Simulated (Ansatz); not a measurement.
**Tin, beta-Sn (white tin): convergence with Fermi-Dirac smearing**

Computed with Ansatz, PBE, scalar-relativistic PAW, on the relaxed cell (a = 5.956 Å, c = 3.206 Å (c/a = 0.538); spin not included). Errors count from a run at 420 eV on a Γ-centred 18×18×12 mesh with Fermi-Dirac smearing of 0.1 eV, extrapolated to zero width. Fixed here: cutoff 420 eV, mesh 11×11×8. The SCF starts from atomic densities corrected by a trained network.

```
width (eV)  E(σ→0) error (meV/atom)  F error (meV/atom)  P (GPa)  SCF iterations
      0.01                     -5.3                -5.3    -0.05               6
      0.03                     -5.3                -5.9    -0.05               6
       0.2                     -3.2               -36.3     0.18               6
       0.3                     -1.3               -78.6     0.51               6
       0.6                      3.3              -315.9     2.10               6
       1.0                      1.3              -883.5     5.08               6
```

Q: What does the run at 0.1 give (width)?

A: E(σ→0) error (meV/atom): -4.7; F error (meV/atom): -12.3; P (GPa): -0.01; SCF iterations: 6.
